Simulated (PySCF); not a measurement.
An unknown is described by computed data only.

Formula: C2H2N2O.

- Dipole: 1.22 D [CAM-B3LYP/def2-SVPD]
- XPS: C1s 293.1, C1s 294.0, N1s 406.1, N1s 407.0, O1s 541.4 eV [ΔSCF SCAN, pcX-2 on the ionised atom, pcseg-1 elsewhere, spin-free X2C]
- 13C NMR: chemical shifts (computed TMS as zero) by class: 169.3 (1 C), 162.4 (1 C) ppm [GIAO PBE0/pcSseg-1]
- Rotational structure: rotational constants A, B, C: 10.543, 10.290, 5.208 GHz [PBE0-D3(BJ)/def2-SVP]
- Couplings: largest of the computed one-bond spin–spin couplings (means over like bonds): 13C–1H +241.3, 13C–1H +222.1, 17O–13C +43.3, 17O–15N -42.5, 15N–13C +7.0, 15N–13C +6.6, 15N–13C +1.5 Hz [B3LYP/pcJ-1]
- Valence photoelectron: vertical ionisation energy: 11.43 eV [ΔSCF CAM-B3LYP/def2-SVPD]

Electronic properties: PySCF, gas phase, density fitting. Levels stand in brackets. Isolated species at its PBE0-D3(BJ)/def2-SVP geometry, gas phase. NMR classes are plain means over equivalent atoms (diastereotopic ones count apart unless rotation or inversion swaps them), as if these changed places fast.

**Question.** Propose a structure and show how it fits.

**Answer.** Numbering: `[cH:1]1[n:2][cH:3][o:4][n:5]1`. Its formula, C2H2N2O, gives 3 degrees of unsaturation: 1 ring and 2 π bonds in the structure found (Kekulé form). 2 carbons fall into 2 classes; from least to most shielded: aromatic CH next to a ring nitrogen [C3] (169.3 ppm), aromatic CH next to a ring nitrogen [C1] (162.4 ppm). The couplings run between: +241.3 Hz, aromatic CH next to a ring nitrogen [C3] and its hydrogen; +222.1 Hz, aromatic CH next to a ring nitrogen [C1] and its hydrogen; +43.3 Hz, ring oxygen [O4] and aromatic CH next to a ring nitrogen [C3]; -42.5 Hz, ring oxygen [O4] and pyridine-type nitrogen [N5]; +7.0 Hz, pyridine-type nitrogen [N2] and aromatic CH next to a ring nitrogen [C1]; +6.6 Hz, pyridine-type nitrogen [N5] and aromatic CH next to a ring nitrogen [C1]; +1.5 Hz, pyridine-type nitrogen [N2] and aromatic CH next to a ring nitrogen [C3]. The core levels belong to: C1s 293.1 eV, aromatic CH next to a ring nitrogen [C1]; C1s 294.0 eV, aromatic CH next to a ring nitrogen [C3]; N1s 406.1 eV, pyridine-type nitrogen [N2]; N1s 407.0 eV, pyridine-type nitrogen [N5]; O1s 541.4 eV, ring oxygen [O4]. The first electron is taken from the HOMO, whose largest Löwdin shares are 0.39 on a pyridine-type nitrogen, 0.20 on an aromatic CH next to a ring nitrogen, 0.18 on an aromatic CH next to a ring nitrogen and 0.12 on a pyridine-type nitrogen. The optimised geometry has point group Cs and is an asymmetric top. Structure: `n1ocnc1`. Computed isomers that give other values at the same levels: `c1nnco1` (13C chemical shifts (computed TMS as zero) by class: 156.8 (2 C) ppm); `N#CC(N)=O` (13C chemical shifts (computed TMS as zero) by class: 144.7 (1 C), 116.1 (1 C) ppm). The assignments are read from this structure; whether some other isomer fits the data as well wasn't checked.
